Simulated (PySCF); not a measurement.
## Core-level binding energies of `CC1(Cl)CC1`

Compound: C4H7Cl.
Atom-mapped SMILES: `[CH3:1][C:2]1([Cl:3])[CH2:4][CH2:5]1`

Computed with delta-SCF UKS SCAN, pcX-2 on the ionised atom, pcseg-1 elsewhere, spin-free X2C (PySCF). Vertical ΔSCF values, vacuum level as zero.

Problem. List the computed XPS lines with their assignment.

Solution. 
```
atom(s)    bonded to     level  binding energy (eV)  2p1/2 (eV)  above the level's lowest (eV)  count
    Cl3            C     Cl 1s              2828.29           –                           0.00      1
     C2   Cl and 3 C      C 1s               292.20           –                          +1.30      1
     C1    C and 3 H      C 1s               291.07           –                          +0.17      1
  C4/C5  2 C and 2 H      C 1s               290.90           –                           0.00      2
    Cl3            C  Cl 2p3/2               205.69      207.35                           0.00      1
```

Lowest listed C 1s: C4/C5, bonded to 2 C and 2 H. Highest, 1.30 eV above it: C2, bonded to Cl and 3 C. The widest gap between neighbouring values is 1.13 eV, between 291.07 and 292.20 eV. Summing the Pauling electronegativity differences to the bonded atoms, each weighted by its formal bond order, gives -0.70 for the lowest site and +0.61 for the highest; no listed site has a larger sum than the highest. The smallest sum, -1.05, belongs to C1, 0.17 eV above the lowest.

Problem. Which effective nuclear charge Zeff reproduces each element's mean 1s value in the hydrogen-like formula E = 13.606 eV × Zeff²?

Solution. C (Z = 6): mean 291.3 eV, Zeff = 4.63, Z − Zeff = 1.37; Cl (Z = 17): mean 2828.3 eV, Zeff = 14.42, Z − Zeff = 2.58. Means run over the listed sites, weighted by atom count.

The first atom of each set that the bonding makes equivalent was ionised and stands for the set. The 2p values add to the ΔSCF energy of one spin-free hole a correction within the shell (spin–orbit coupling, ligand field). 2p1/2 minus 2p3/2 (ligand field included): Cl 1.65 eV. Isolated species at its PBE0-D3(BJ)/def2-SVP geometry, gas phase.
